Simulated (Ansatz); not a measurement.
The input, for Ansatz 0.2.0:

```yaml
crystal:
  periodic: [false, false, false]
  atoms:
    - {symbol: Ge, position_ang: [-0.060841, -0.000045, 1.221717]}
    - {symbol: As, position_ang: [0.066843, 0.000240, -1.195312]}
    - {symbol: H, position_ang: [0.677902, 1.250767, 1.760825]}
    - {symbol: H, position_ang: [0.674814, -1.253239, 1.759897]}
    - {symbol: H, position_ang: [-0.961710, -1.108698, -1.358010]}
    - {symbol: H, position_ang: [-0.974884, 1.096560, -1.359962]}
basis:
  gaussian: {orbitals: cc-pVDZ}
magnetization: {spin_polarized: true, initial_magnetization: 1}
correlation: {method: bccd, electrons: outside_noble_gas, diis_vectors: 4}
scf: {lower_state_search: off}
output: {forces: true}
```

```sh
$ ansatz run in.yaml --threads 1 --pin off --events-out ev --progress --plain --max-ram 2393MiB
```

The program prints:

```
these checks for a lower state are left out or cut short: starts, cluster_reference, orbital_swaps, neighbouring_geometries, increment
828 factors; integrals over basis functions are off by at most 1.0e-3 eV
mean field evaluation 1: about -117329.1991 eV, gradient 8.0e0 eV
mean field evaluation 2: about -117329.2022 eV, gradient 8.0e0 eV
mean field evaluation 4: about -117330.1330 eV, gradient 8.6e-1 eV
mean field evaluation 8: about -117330.1544 eV, gradient 1.5e-3 eV
mean field -117330.15433912 eV, -4311.8036427276 hartree, gradient 7.6e-6 eV, S^2 0.758125; 0 other end points of the search recorded, 0 dependent functions left out
28 core orbitals not correlated: weight in the atoms' cores, before any rotation towards them, 0.999 or more for the frozen orbitals, at most 0.000 for the correlated occupied ones
reference -117330.15433912 eV, -4311.8036427276 hartree; 7, 6 occupied and 39, 40 virtual orbitals, 828 factors
second order -5.34797902 eV of doubles, -0.00000000 eV of singles
cycle   1  -6.17664212 eV  change   -8.3e-1 eV  update   7.3e-2
cycle   2  -6.46729600 eV  change   -2.9e-1 eV  update   2.7e-2
cycle   3  -6.48358356 eV  change   -1.6e-2 eV  update   9.2e-3
cycle   4  -6.47844418 eV  change    5.1e-3 eV  update   4.0e-3
cycle   5  -6.47696714 eV  change    1.5e-3 eV  update   2.0e-3
cycle   6  -6.47645784 eV  change    5.1e-4 eV  update   8.7e-4
cycle   7  -6.47673185 eV  change   -2.7e-4 eV  update   3.9e-4
cycle   8  -6.47674481 eV  change   -1.3e-5 eV  update   1.8e-4
cycle   9  -6.47682116 eV  change   -7.6e-5 eV  update   8.2e-5
cycle  10  -6.47679366 eV  change    2.8e-5 eV  update   3.3e-5
cycle  11  -6.47678391 eV  change    9.8e-6 eV  update   1.4e-5
cycle  12  -6.47678008 eV  change    3.8e-6 eV  update   5.6e-6
cycle  13  -6.47678020 eV  change   -1.3e-7 eV  update   2.3e-6
cycle  14  -6.47678081 eV  change   -6.0e-7 eV  update   8.9e-7
the calculation of the forces begins
Total energy: -117336.63111992 eV, -4312.0416600321 hartree
Atom 0 at    -0.060841    -0.000045     1.221717 Å, force    -0.033946    -0.001561     0.283827 eV/Å
Atom 1 at     0.066843     0.000240    -1.195312 Å, force     0.088718     0.000068    -0.343032 eV/Å
Atom 2 at     0.677902     1.250767     1.760825 Å, force     0.021331     0.065457     0.048263 eV/Å
Atom 3 at     0.674814    -1.253239     1.759897 Å, force     0.021001    -0.063416     0.046889 eV/Å
Atom 4 at    -0.961710    -1.108698    -1.358010 Å, force    -0.048619    -0.083046    -0.018210 eV/Å
Atom 5 at    -0.974884     1.096560    -1.359962 Å, force    -0.048485     0.082498    -0.017737 eV/Å
Dipole moment:    -0.108367    -0.000225    -0.015416 e Å
Checks for a lower state left out: starts, cluster_reference, orbital_swaps, neighbouring_geometries, increment
```

Forces (eV/Å):
```
Ge  -0.034 -0.002  0.284
As   0.089  0.000 -0.343
H    0.021  0.065  0.048
H    0.021 -0.063  0.047
H   -0.049 -0.083 -0.018
H   -0.048  0.082 -0.018
```

Ran on 1 thread of Intel Xeon, shared host: 33 s wall, 0.33 GiB peak host memory.
